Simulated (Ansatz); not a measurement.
Start from GaAs in the zinc blende structure (space group F-43m, No. 216; a = 5.6590 Å).

Level of theory: PBEsol (Ansatz, an electronic-structure program), no SOC.

Now apply this change: full substitution Ga → Al, then cell and atoms are relaxed.

Measured band gap: GaAs 1.57 eV (static lattice; corrected from measurement; as listed in Wei Chen et al., Physical Review Materials (2018)); AlAs 2.28 eV (static lattice; corrected from measurement; as listed in Wei Chen et al., Physical Review Materials (2018)).

Measured lattice parameter a: GaAs 5.64 Å (static lattice; corrected from measurement; as listed in Daniel Mejia-Rodriguez, S. B. Trickey, Phys. Rev. B (2018)); AlAs 5.649 Å (static lattice; corrected from measurement; as listed in Daniel Mejia-Rodriguez, S. B. Trickey, Phys. Rev. B (2018)).

**Question.** How well does PBEsol reproduce the measured shift?

**Answer.** With PBEsol the band gap moves by +0.92 eV (0.42 → 1.34) against +0.71 eV measured; the lattice parameter a moves by +0.016 Å (5.659 → 5.675) against +0.009 Å measured.

Whether these cells are dynamically stable was not tested.
